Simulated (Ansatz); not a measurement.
# C4N2: basis-set convergence

An exercise on one series of results from a longer session: the logs are not shown, and one member is left open.

Program: Ansatz 0.2.0, Gaussian basis. Level of theory: one geometry, several basis sets. These are calculated values, not measurements.

Levels to be run: PBE0-D4/def2-SVP; ωB97M-V/def2-SVP; PBE0-D4/def2-QZVPP; ωB97M-V/def2-QZVPP; the functionals' def2-TZVPP values are taken from earlier runs.

## The relaxed structure

The geometry comes from an earlier relaxation with PBE0-D4 in a triple-zeta def2 set; it is a stationary point.

SMILES `N#CC#CC#N`, 6 atoms, charge 0, spin multiplicity 1.

Atoms are counted from 1 here; the program's logs count them from 0.

Bond lengths: N1–C2 1.155 Å, C2–C3 1.363 Å, C3–C4 1.207 Å, C4–C5 1.363 Å, C5–N6 1.155 Å. Angles: N1–C2–C3 180.0°, C2–C3–C4 180.0°, C3–C4–C5 180.0°, C4–C5–N6 180.0°.

Geometry (Å):

```
N     0.0171   -3.0203    0.7891
C     0.0107   -1.9028    0.4973
C     0.0032   -0.5838    0.1527
C    -0.0034    0.5839   -0.1523
C    -0.0107    1.9028   -0.4972
N    -0.0168    3.0202   -0.7895
```

The first run:

in.yaml

```yaml
crystal:
  periodic: [false, false, false]
  atoms:
    - {symbol: N, position_ang: [0.017056, -3.020344, 0.789093]}
    - {symbol: C, position_ang: [0.010709, -1.902776, 0.497253]}
    - {symbol: C, position_ang: [0.003210, -0.583799, 0.152742]}
    - {symbol: C, position_ang: [-0.003412, 0.583905, -0.152331]}
    - {symbol: C, position_ang: [-0.010719, 1.902788, -0.497207]}
    - {symbol: N, position_ang: [-0.016845, 3.020226, -0.789549]}
basis:
  gaussian: {orbitals: def2-SVP}
hamiltonian: {xc: pbe0, dispersion: d4}
output: {orbitals: {seedname: orbitals}}
```

Launch:

```
$ ansatz run in.yaml --threads 4 --pin off --events-out ev --progress --plain --max-ram 10444MiB
```

Among the steps run: PBE0-D4 in def2-SVP; ωB97M-V in def2-SVP; PBE0-D4 in def2-QZVPP; ωB97M-V in def2-QZVPP.

One of the session's tables, all rows but one given; the rest of the session is left out.

It belongs to the step «Functionals by basis». 

```
functional       basis  HOMO (eV)  LUMO (eV)
   PBE0-D4    def2-SVP      -9.44      -3.15
   PBE0-D4  def2-TZVPP      -9.49      -3.25
   PBE0-D4  def2-QZVPP      -9.50      -3.26
   ωB97M-V    def2-SVP     -11.45      -0.94
   ωB97M-V  def2-TZVPP     -11.53      -1.09
   ωB97M-V  def2-QZVPP          ?          ?
```

**Question.** Estimate the row for ωB97M-V, def2-QZVPP.

The run gave: HOMO (eV): -11.54; LUMO (eV): -1.12. In the column «HOMO (eV)» it is the lowest.
